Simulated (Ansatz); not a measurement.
# C2H3N: the cost of one run

Program: Ansatz 0.2.0, driven from Python. Level of theory: MP2/def2-SVP. These are calculated values, not measurements.

## (1) The system

Bond lengths: C1–C2 1.257 Å, C2–N3 1.142 Å, C1–H4 1.127 Å, C1–H5 1.089 Å, N3–H6 1.043 Å. Angles: C1–C2–N3 178.5°, C2–C1–H4 117.4°, C2–C1–H5 123.5°, H4–C1–H5 118.4°, C2–N3–H6 112.6°.

The script holds or builds the structure itself.

## (2) The script

c2h3n_pa.py reads:

```python
import ansatz as az
import numpy as np

params = {
    'basis_set': 'def2-SVP',
    'method': 'MP2',
    'charge': 1,
    'fmax': 0.01,
}

geometry_ang = [
    ('C', (-0.6742, -0.0802, -0.5877)),
    ('C', (0.1584, 0.1457, 0.327)),
    ('N', (0.924, 0.3219, 1.1555)),
    ('H', (-0.6329, 0.5785, -1.5018)),
    ('H', (-1.5133, -0.7669, -0.4814)),
    ('H', (1.7802, -0.2631, 1.0423)),
]
molecule = az.Crystal.molecule()
for symbol, xyz in geometry_ang:
    molecule = molecule.atom(symbol, xyz)

calculation = (
    molecule.calculation()
    .basis(gaussian=params['basis_set'])
    .correlation(params['method'], electrons='all')
    .accuracy('medium')
    .scf(lower_state_search='off')
)
symbols = [site.symbol for site in molecule.cartesian_sites]
start = np.array([site.position_ang for site in molecule.cartesian_sites], dtype=float)
summary = calculation.relax(force_tolerance=0.01, max_steps=100).run(threads=1, backend='cpu').report
end = np.array(summary['positions_ang'])

away = sum((end[2] - end[j]) / np.linalg.norm(end[2] - end[j]) for j in [1, 5]) + np.array([0.15, 0.1, -0.2])
proton = end[2] + 1.0 * away / np.linalg.norm(away)
acid = az.Crystal.molecule()
for symbol, place in zip(symbols, end):
    acid = acid.atom(symbol, place.tolist())
acid = acid.atom('H', proton.tolist())
protonated = (
    acid.calculation()
    .basis(gaussian=params['basis_set'])
    .correlation(params['method'], electrons='all')
    .accuracy('medium')
    .scf(lower_state_search='off')
    .charge(params['charge'])
    .relax(force_tolerance=params['fmax'], max_steps=80)
)
after = protonated.run(threads=1, backend='cpu').report
xyz = np.array(after['positions_ang'])
reach = np.linalg.norm(xyz[:-1] - xyz[-1], axis=1)
print(f'base {summary["free_energy_ev"]:.5f} eV, protonated {after["free_energy_ev"]:.5f} eV')
print(f'the proton ends {reach.min():.3f} A from {symbols[reach.argmin()]}{reach.argmin()}')
print(f'electronic proton affinity {(summary["free_energy_ev"] - after["free_energy_ev"]):.3f} eV')
```

## (3) The input behind the calls

The engine receives this input (first run):

```yaml
crystal:
  periodic: [false, false, false]
  atoms:
    - { symbol: C, position_ang: [-0.6742, -0.0802, -0.5877] }
    - { symbol: C, position_ang: [0.1584, 0.1457, 0.327] }
    - { symbol: "N", position_ang: [0.924, 0.3219, 1.1555] }
    - { symbol: H, position_ang: [-0.6329, 0.5785, -1.5018] }
    - { symbol: H, position_ang: [-1.5133, -0.7669, -0.4814] }
    - { symbol: H, position_ang: [1.7802, -0.2631, 1.0423] }
accuracy: medium
basis:
  gaussian:
    orbitals: def2-SVP
correlation:
  method: mp2
  electrons: all
scf:
  lower_state_search: "off"
relax:
  f_tol: 0.01
  max_steps: 100
```

## (4) Running it

Run with:

```sh
> python c2h3n_pa.py
```

**Question.** How long does this script take on 1 thread of Intel Xeon Platinum 8488C (Sapphire Rapids), shared host, and how much memory does it need?

About 12 s, with a peak of 0.21 GiB.
